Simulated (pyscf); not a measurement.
## Four-centre exchange: :HSi–AsH₂ [singlet] + H₂O -> HO–Si:–AsH₂ [singlet] + H₂

Gas phase, singlet surface, charge 0. Bonds broken: Si2–H5, O6–H7. Bonds formed: Si2–O6, H5–H7. Structures and frequencies: ωB97X-D3(BJ)/def2-SVP in PySCF.

Transition state (Å):

```xyz
8

As    -1.8442    -1.3426    -0.3636
Si    -1.1364     0.9480    -0.3419
H     -3.1751    -0.9849    -1.0114
H     -2.4235    -1.1650     1.0353
H      0.0332     0.5158     0.9086
O      0.4888     0.5998    -1.2513
H      0.5471     0.4762     0.0531
H      0.9064     1.4240    -1.5380
```

One imaginary mode, 1441i cm⁻¹; descent along it reached the two sides named, in the forms told below.

```tsv
bond	change	reactant side (Å)	saddle	product side
Si2–H5	breaks	1.534	1.766	3.1
O6–H7	breaks	0.971	1.312	3.7
Si2–O6	forms	2.103	1.895	1.678
H5–H7	forms	2.7	0.999	0.761
```

Electronic energies relative to the separated reactants (kcal/mol):

```tsv
level	barrier	reaction energy	reverse barrier
ωB97X-D3(BJ)/def2-TZVP	6.4	-27.3	33.8
PBE/def2-TZVP	1.6	-26.5	28.1
r²SCAN/def2-TZVP	2.6	-28.2	30.8
B3LYP-D3(BJ)/def2-TZVP	6.4	-27.5	33.9
PBE0-D3(BJ)/def2-TZVP	4.0	-25.4	29.4
M06-2X/def2-TZVP	6.8	-28.4	35.1
ωB97M-D3(BJ)/def2-TZVP	6.5	-27.2	33.7
HF/def2-TZVP	25.8	-22.6	48.4
```

With ωB97M-D3(BJ)/def2-TZVP energies and thermal terms (ideal gas, 1 atm, RRHO with modes under 100 cm⁻¹ raised to 100, one conformer, R ln 2 for chiral ones without a mode under 150 cm⁻¹), in kcal/mol:

```tsv
T (K)	ΔH‡	ΔG‡	ΔH	ΔG
298	5.5	16.6	-29.3	-26.9
600	5.4	27.9	-28.4	-24.8
900	5.9	39.1	-27.6	-23.2
1200	6.6	50.1	-26.9	-21.9
```

On the reactant side the descent ends in an adduct with a O–Si contact, 17.1 kcal/mol under the separated species and 23.5 kcal/mol under the saddle at ωB97X-D3(BJ)/def2-TZVP. What is counted as formed (O–Si) is already present as a longer contact in the reactant adduct; forming that adduct is a step of its own. At the saddle there is also a short H–Si contact that neither side keeps. :HSi–AsH₂ [singlet] lies 16.8 kcal/mol over its isomer H₂Si=AsH (electronic energy, ωB97M-D3(BJ)/def2-TZVP). HO–Si:–AsH₂ [singlet] lies 7.9 kcal/mol over its isomer HO–SiH=AsH (electronic energy, ωB97M-D3(BJ)/def2-TZVP). This is the saddle that the search found; another between the same sides may lie lower. Elements up to Kr have no core potential and no relativistic terms here.
